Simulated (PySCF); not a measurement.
**Computed data sheet: silanamine (`N[SiH3]`)**

Silanamine, H5NSi.
Numbering: `[NH2:1][SiH3:2]` (hydrogens: H3, H4 on N1; H5, H6, H7 on Si2)

From GFN2-xTB geometry:

| Property | Result |
| --- | --- |
| Point group of the GFN2-xTB geometry | Cs |
| Rotational constants A, B, C of the GFN2-xTB geometry | 68.770, 12.842, 12.407 GHz |

From CAM-B3LYP/def2-SVPD ground state and vertical TDDFT (core frozen in the response) (PySCF):

| Property | Result |
| --- | --- |
| Dipole moment | 1.13 D |
| HOMO energy | -8.84 eV |
| LUMO energy | 0.99 eV |
| HOMO–LUMO gap | 9.83 eV |
| Lowest singlet excitation | 6.27 eV (198 nm, f = 0.017) |
| Strongest line among the 8 lowest singlet transitions | S5 at 8.29 eV (150 nm, f = 0.041) |
| Lowest triplet excitation (Tamm–Dancoff) | 5.91 eV |
| Static isotropic polarisability | 37.0 au |
| Electronic spatial extent ⟨r²⟩ about the centre of nuclear charge | 155 bohr² |

**delta-SCF UKS SCAN, pcX-2 on the ionised atom, pcseg-1 elsewhere, spin-free X2C; 2p3/2 from a spin–orbit splitting computed afterwards within the 2p shell (PySCF)**

| Quantity | Value |
| --- | --- |
| Core binding energies | Si2p3/2 106.9 (Si2), N1s 404.7 (N1), Si1s 1846.8 (Si2) eV |

Monoisotopic mass from the formula: 47.0191 u.

The 8 singlets span 6.27 to 9.06 eV, and their oscillator strengths add up to 0.19. The largest Löwdin shares of the HOMO are 0.61 on N1, 0.15 on Si2 and 0.10 on H7. No computed singlet falls in the visible range (750 to 380 nm, 1.65 to 3.26 eV); S1 lies 3.01 eV above its blue end. The vertical singlet–triplet gap S1 − T1 is 0.36 eV (TDDFT singlet less Tamm–Dancoff triplet; S1: HOMO→LUMO, weight 0.95; T1: HOMO→LUMO, weight 0.90). The rotational constants make it an asymmetric top with κ = (2B − A − C)/(A − C) = -0.98, nearer the prolate limit (−1). The principal polarisabilities are 35.6, 36.0 and 39.6 au; their mean is the isotropic value. S1 lies 3.56 eV below the HOMO–LUMO gap; its leading configuration is HOMO→LUMO, weight 0.95. With B = h/(8π²I), that is 505.379 GHz u Å² over I, the principal moments of inertia are 7.3, 39.4 and 40.7 u Å² (most abundant isotopes).

Isolated species at its GFN2-xTB geometry, gas phase.

For the core-ionisation job (SCAN ΔSCF), the run took 4.5 s wall on Arm Neoverse V2, one thread, no GPU, on a shared host.
